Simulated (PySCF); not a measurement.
## Relaxation of singlet H₂S

Level of theory: PBE0 in PySCF with S def2-TZVP, H def2-TZVP; no relativity; density-fitted integrals. A (50,194) grid was used.

A hand-made bent start, of C2v symmetry, held to at least that symmetry:

```xyz
3
charge 0 multiplicity 1, angstrom
S     0.0000    0.0000   -0.0459
H     1.1059    0.0000    0.7284
H    -1.1059    0.0000    0.7284
```

Optimiser trace:
| step | E − E(last) (kJ/mol) | largest gradient (Eh/bohr) |
| --- | --- | --- |
| 0 | 21.18 | 0.02612 |
| 1 | 1.02 | 0.01377 |
| 2 | 0.03 | 0.00126 |
| 3 | 0.00 | 0.00011 |
| 4 | 0.00 | 0.00000 |

It ends at C2v with S–H 1.341 Å (×2); H–S–H 92.3°. A frequency run shows a minimum.

The relaxation took of the order of 4 core-seconds on a shared host.
